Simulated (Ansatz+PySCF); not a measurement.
A calculation with PySCF 2.14.0.

```python
from pyscf import gto, scf, cc

mol = gto.M(atom="""
Na 0.000000 0.000000 -1.687730
Na 0.000000 0.000000 1.687730
""", basis='def2-svp', charge=0, spin=0)
mf = scf.UHF(mol)
mf.kernel()
mycc = cc.CCSD(mf, frozen=2).run()
et = mycc.ccsd_t()
print(mf.e_tot, mycc.e_corr, et, mycc.e_tot + et)
```

The script is written out from the run's settings.

The run gave:

* Converged: yes
* Reference energy: -323.58458 hartree
* CCSD correlation energy: -0.02731 hartree
* Triples correction: -0.00014 hartree
* Total energy: -323.61203 hartree

This is not the lowest solution: another run reaches a determinant 0.10 eV lower.
